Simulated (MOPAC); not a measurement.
MOPAC input (PM3):

```
PM3 FORCE THERMO(298,298) PRECISE LET CHARGE=-1 GEO-OK AUX(PRECISION=9) THREADS=1
CH3S

C     0.05101048 1    1.08530618 1    0.00766234 1
S    -0.10104506 1   -0.54784667 1   -0.00556369 1
H     1.17201629 1   -1.02638723 1    0.02023860 1
H     0.13943809 1    1.65813782 1    0.91649408 1
H     0.18011228 1    1.66897500 1   -0.88933045 1
```

Q: Which zero-point energy does it print?

A: 18.57 kcal/mol, from the harmonic wavenumbers of PM3.
